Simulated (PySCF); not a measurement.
# H6OSi2: the cost of one run

Programs: PySCF 2.14.0, with density-fitted response routines of our own. Each step states its level of theory. These are calculated values for one molecule in the gas phase, unless marked as measured. Atoms are numbered from 0 throughout.

**1. Starting geometry**

9 atoms, charge 0, multiplicity 1; geometry from: GFN2-xTB. The atoms were then displaced at random by about 0.01 Å, so the start is not that level's minimum.

Bonds of the start (Å): Si0–O1 1.59, O1–Si2 1.60, Si0–H3 1.48, Si0–H4 1.46, Si0–H5 1.46, Si2–H6 1.47, Si2–H7 1.47, Si2–H8 1.49.

**2. Relaxing the molecule at PBE0-D3(BJ)/def2-SVP**

What the job is given:

```
{"job": {"xc": "PBE0", "basis": "def2-SVP", "d3": "d3bj", "grid": 1, "shake": 0.01, "kind": "geom"}, "charge": 0, "multiplicity": 1}
Si    -1.572150    -0.242940     0.084160
O      0.014720    -0.109580     0.088650
Si     1.577120     0.207280    -0.086500
H     -2.088640     1.025790    -0.487530
H     -1.927180    -1.380320    -0.761350
H     -1.992810    -0.395080     1.471880
H      2.266110    -1.091480    -0.191940
H      1.774610     1.023450    -1.290290
H      2.006040     0.945730     1.139190
```

Started as:

```sh
> OMP_NUM_THREADS=1 python probes_run.py task.json out
```

One launch serves the whole session: the jobs run in the order shown.

**Question.** How long does this first job take on 1 thread of Arm Neoverse V2, shared host, and how much memory does it need?

About 22 s, with a peak of 0.34 GiB.
